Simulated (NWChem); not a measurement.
# AlCl3; SMILES [Cl][Al]([Cl])[Cl]

```xyz
4

Al     0.0000     0.0000     0.0023
Cl    -2.0375     0.4560    -0.0002
Cl     1.4136     1.5365    -0.0002
Cl     0.6238    -1.9925    -0.0002
```
Atoms are numbered in this order, from 1.

Program: NWChem. Pople sets run with spherical d functions. The geometry was optimised at B3LYP/6-31G* (spherical d). Vzz is the largest principal value of the second derivative of the potential at the nucleus (NWChem prints the opposite sign); η is the asymmetry. Non-relativistic.

```csv
level,Vzz Al1 (a.u.),η Al1,Vzz Cl4 (a.u.),η Cl4,relative time
PBE/6-31G*,0.555,0.00,1.541,0.31,2
PBE/def2-SVP,0.619,0.00,1.446,0.28,1
PBE0/cc-pVTZ,0.885,0.00,1.421,0.34,20
PBE0/6-31G*,0.614,0.00,1.548,0.30,2
```

Relative times are rough (shared machine, one core).
